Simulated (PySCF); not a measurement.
One ligand Y is varied and pulled off as a radical: Zn(F)1–Y. Isolated molecules, 0 K electronic values unless said otherwise. One relaxed conformer stands for each flexible species; it need not be the lowest. Multiplicities are imposed; where one is given, others were not computed. Strings in code marks are SMILES.

These are PBE-D3(BJ)/def2-TZVP // PBE-D3(BJ)/def2-SVP (PySCF) values and carry that method's errors. All candidates: neutral, multiplicity 2. 

```
Quantity                         Result
-----------------------------  --------
highest occupied spin orbital  -7.20 eV
dipole moment                    1.92 D
```

**Question.** Identify which member has these values.
A. `C[O]`
B. `[NH2]`
C. `[SH]`
D. `C[N]C`

**Answer.** B, `[NH2]`. The others give `[SH]`: -6.12 eV, 0.87 D; `C[O]`: -5.97 eV, 2.10 D; `C[N]C`: -5.55 eV, 1.70 D
